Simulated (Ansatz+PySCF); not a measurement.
A calculation with PySCF 2.14.0.

```python
from pyscf import gto, scf

mol = gto.M(atom="""
O 0.000000 0.000000 -0.119660
H 0.000000 2.262520 1.675270
H 0.000000 -0.754170 0.478650
""", basis='6-31g*', charge=0, spin=0)
mf = scf.UHF(mol)
mf.init_guess = 'minao'
mf.kernel()
while True:  # follow internal instabilities
    mo, _, stable, _ = mf.stability(return_status=True)
    if stable: break
    mf.kernel(mf.make_rdm1(mo, mf.mo_occ))
print(mf.converged, mf.e_tot, mf.spin_square()[0])
```

The script is written out from the run's settings.

The run gave:

- Converged: yes
- Total energy: -75.87952 hartree
- Spin squared of the determinant: 1.000

Caution: the unrestricted determinant is a mixture of spin states.
